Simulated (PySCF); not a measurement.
C5H9N.
SMILES: `NC1CC=CC1`

Jobs on this species (15 atoms, 46 electrons) with PySCF (density fitting). Hardware of each: one thread, Intel Xeon Platinum 8375C at 2.90 GHz (x86_64), on a shared host. Other jobs ran on the host; a repeat could differ by tens of per cent or more. Peak memory is the resident size of the whole Python process, interpreter and libraries included.

```
                                                                            level and settings                                                                          work  basis functions  SCF cycles  wall time  peak memory
HCTH407/def2-SVPD, IEF-PCM cyclohexane, level shift 0.1 Eh, fitting basis def2-universal-jkfit                    6 singlets by TDA, 2 Tamm–Dancoff triplets, polarisability              192           ?          ?            ?
                                          PBE0/def2-SVPD, start guess vsap, level shift 0.2 Eh         25 singlets by TDA, polarisability, density and orbital grids written              192          12       51 s     0.71 GiB
                                           PBE0/pcJ-1, grid level 3, energy threshold 1e-07 Eh  spin–spin couplings from 15 perturbed nuclei, spin–dipole term for 1 of them              252           8       71 s     0.96 GiB
```

Task: Fill in the missing figures.

Result: 
- HCTH407/def2-SVPD, IEF-PCM cyclohexane, level shift 0.1 Eh, fitting basis def2-universal-jkfit; 6 singlets by TDA, 2 Tamm–Dancoff triplets, polarisability: 27 s, 0.75 GiB, 10 SCF cycles

Task: What do all jobs in the table cost together?

Result: About 2.5 min; the longest takes about 48 % of that, and about 2.6 times as long as the shortest.
